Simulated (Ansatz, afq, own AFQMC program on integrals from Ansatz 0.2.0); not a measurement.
AFQMC on a folder of integrals that Ansatz 0.2.0 wrote.

```yaml
crystal:
  periodic: [false, false, false]
  atoms:
    - {symbol: Al, position_ang: [0.000000, 0.000000, 0.000000]}
    - {symbol: O, position_ang: [0.000000, 0.000000, 2.081000]}
basis:
  gaussian: {orbitals: 6-31G}
total_charge: 1
magnetization: {spin_polarized: true, initial_magnetization: 2}
correlation: {method: ccsd_t, electrons: outside_noble_gas, hamiltonian_folder: ham}
```

```sh
$ ansatz run in.yaml --threads 1 --pin off --events-out ev --progress --plain --max-ram 16896MiB --backend cuda --devices 0, --max-vram 18GiB
```

afq runs on the folder ham with

```
--method free --trial cisd --walkers 20 --time-step 0.01 --max-blocks 18 --target-error 0.00068 --factor-cut 1e-06 --seed 3319 --times 0.0,0.5,1.0,2.0,3.0,4.0 --taylor-order 8
```

Times are imaginary, in 1/Eh. The walk had a cap of 60 s.

```
orbitals 16  electrons 5 3  factors 98 of 213
reference energy -316.41403141 Eh
CCSD correlation -0.10900893 Eh in 15 cycles, weight of the determinant in the CISD state 0.8836
repeat  energy at the last time / Eh  error
    10  -316.526046  0.000749
time / (1/Eh)  energy / Eh  error  mean overlap
  0.00  -316.523172  0.000448  1.1381
  0.50  -316.524621  0.000561  1.1259
  1.00  -316.525707  0.000780  1.0952
  2.00  -316.526082  0.000683  1.0629
  3.00  -316.526177  0.000788  1.0782
  4.00  -316.526373  0.000844  1.1087
energy -316.526373 +/- 0.000844 Eh
```

The run passed its tests (error under three times the target), which doesn't prove that it has relaxed.

Against this walk (error 23.0 meV) on the same determinant: CCSD(T) 46.0 meV higher, CCSDT(Q) 19.6 meV higher (within the noise), CCSDTQ 20.5 meV higher (within the noise), full CI 20.4 meV higher (within the noise). The error is statistical, and a free projection of finite length keeps a remainder of its start. The determinant has ⟨S²⟩ = 2.10, so the low cluster orders mix in higher spin, and so can this walk.

A setting was made bad on purpose (too few blocks), so the walk's energy isn't to be trusted.

Cautions: remainder of the start not in the error; start is not spin pure; error above the target (23.0 against 18.5 meV); lower spins were not checked; raised T1 diagnostic (T1 0.044, weight of the determinant 0.88, largest double 0.10); unrestricted determinant spin contaminated (⟨S²⟩ 2.10 against 2.00); so few walkers bias the energy.

CCSDT and higher add their correlation energy to the determinant of the CCSD(T) run, since their own runs factorise the integrals more tightly (a shift of under 2 meV). A walk keeps the symmetry of its determinant, which the program's search chose and which needn't be the lowest solution, so a lower state of the same spin and another symmetry isn't excluded.
